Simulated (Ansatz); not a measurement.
Tungsten, bcc: convergence with the k-point mesh

Computed with Ansatz, PBE, scalar-relativistic PAW, on the relaxed cell (a = 3.184 Å; spin not included). Errors count from a run at 420 eV on a Γ-centred 23×23×23 mesh with Fermi-Dirac smearing of 0.1 eV, extrapolated to zero width. Fixed here: cutoff 420 eV, Fermi-Dirac width 0.1 eV. The SCF starts from atomic densities corrected by a trained network.

| k-mesh | E(σ→0) error (meV/atom) | P (GPa) | SCF iterations |
| --- | --- | --- | --- |
| 2×2×2 | 684.9 | 11.14 | 6 |
| 4×4×4 | 161.2 | -0.99 | 6 |
| 5×5×5 | -47.6 | -0.48 | 6 |
| 7×7×7 | 67.6 | 0.71 | 6 |
| 11×11×11 | 22.2 | 0.11 | 6 |
| 15×15×15 | 4.0 | -0.08 | 6 |
| 20×20×20 | -1.6 | -0.20 | 6 |

Q: What does the run at 8×8×8 give (k-mesh)?

A: E(σ→0) error (meV/atom): 2.6; P (GPa): 0.18; SCF iterations: 6.

Within 5 meV/atom of the last row: from 20×20×20 on.
